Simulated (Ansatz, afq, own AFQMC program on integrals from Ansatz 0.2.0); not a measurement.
## SiO, triplet: AFQMC among the cluster methods

```xyz
2

Si    0.0000    0.0000    0.0000
O     0.0000    0.0000    2.3430
```

Basis 6-31G. Only valence electrons are correlated. AFQMC by an in-house program on the Cholesky factors that Ansatz 0.2.0 writes for its CCSD(T) run. The CISD trial takes its coefficients from CCSD amplitudes. Released means that phaseless walkers are propagated on without the constraint, phases kept. Error bars are statistical, one sigma.

Determinant: ROHF, the one that the program's search chose, which needn't be the lowest solution. The geometry is a point of a scan.

Full CI on the same integrals is exact in this basis and with this determinant's frozen core.

Cautions: lower spins were not checked; a spin-contaminated unrestricted determinant lies lower (UHF 272 meV lower, ⟨S²⟩ 2.43); strong correlation (T1 0.047, weight of the determinant 0.86, largest double 0.14); CCSD(T) is in doubt: in a space of 10 electrons in 9 natural orbitals full CI lies 89 meV below it; the CCSDT(Q) amplitudes may be one of several solutions (largest double 0.58); the CCSDTQ amplitudes may be one of several solutions (largest double 0.80); the released energies are still falling, so no released level is given (meV from the phaseless value at times in 1/Eh: -6 ± 8 at 0.24, -12 ± 7 at 0.51, -15 ± 17 at 0.99, -37 ± 13 at 1.62, -49 ± 13 at 2.40); the determinant fills πx and πy unequally, so it mixes two states of the linear molecule, and each level undoes that mixture to a different degree, while full CI gives the lower state.

```
T1 diagnostic                               : 0.0466
weight of the determinant in the CISD state : 0.860
size of the correlated space                : 10 electrons in 16 orbitals
```

Reference: full CI, correlation energy -4.456 eV. The cautions show a poor starting determinant, so the rows tell how each method copes with it here, and full CI is the sure value.

| level | E − E(reference) (kJ/mol) | share of correlation (%) |
| --- | --- | --- |
| HF | 430.0 | 0.00 |
| MP2 | 91.7 | 78.68 |
| CCSD | 40.3 | 90.63 |
| CCSD(T) | 23.1 | 94.64 |
| CCSDT | 8.6 | 98.00 |
| CCSDT(Q) | 0.4 | 99.90 |
| CCSDTQ | 0.6 | 99.87 |
| ph-AFQMC/CISD | 20.1 ± 0.8 | 95.32 |

CCSDT and higher add their correlation energy to the determinant of the CCSD(T) run, since their own runs factorise the integrals more tightly (a shift of under 2 meV).
